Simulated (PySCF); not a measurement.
Molecule: SMILES C/C=C\C[S-], [C4H7S]-.

Cartesian coordinates in Å; atom numbers follow the order of the lines, from 1:
```xyz
12

C    -1.474   -0.313    0.685
C    -0.514    0.805    0.414
C     0.608    0.739   -0.302
C     1.249   -0.449   -0.904
S     2.671   -0.825    0.173
H    -1.654   -0.408    1.759
H    -1.083   -1.258    0.321
H    -2.440   -0.126    0.203
H    -0.787    1.749    0.879
H     1.212    1.638   -0.381
H     1.623   -0.230   -1.914
H     0.591   -1.322   -0.957
```

Total charge -1.

Frames of a GFN2-xTB Langevin trajectory at 600 K; GIAO PBE0/pcSseg-1 shieldings in PySCF 2.14.0 with density-fitted response routines, gas phase, non-relativistic; equivalent atoms averaged within each frame.

Chemical shifts δ = σref − σ; ¹³C (σref 186.93), ¹H (σref 31.72) vs TMS; CS2 for ³³S (σref 503.73), all at this level. The references are static minima.

Question: How do the shifts (ppm) fluctuate along the trajectory?

Answer: 
| time (fs) | C3 | C2 | C4 | C1 | S5 | H10 | H9 | H11/H12 | H6/H7/H8 |
| --- | --- | --- | --- | --- | --- | --- | --- | --- | --- |
| 250 | 168.2 | 102.1 | 24.5 | 6.1 | -90 | 7.19 | 4.46 | 3.55 | 0.97 |
| 425 | 165.2 | 105.8 | 39.4 | 23.6 | -87 | 6.77 | 4.66 | 3.51 | 2.64 |
| 625 | 159.3 | 108.4 | 35.7 | 13.6 | -47 | 6.47 | 5.10 | 2.57 | 1.71 |
| 800 | 155.3 | 112.3 | 26.8 | 26.7 | -30 | 6.55 | 2.95 | 2.71 | 3.38 |
| 1000 | 162.7 | 108.1 | 31.1 | 19.7 | -86 | 6.39 | 4.28 | 4.87 | 2.36 |
| mean of frames | 162.2 | 107.4 | 31.5 | 17.9 | -68 | 6.67 | 4.29 | 3.44 | 2.21 |
| standard deviation | 5.0 | 3.7 | 6.2 | 8.3 | 28 | 0.32 | 0.81 | 0.91 | 0.92 |

5 frames give an uncertainty of the mean of about the standard deviation over 2.2 at best, since frames this close in time may not be independent; classical motion lacks zero-point vibration, and the reference would need the same averaging.
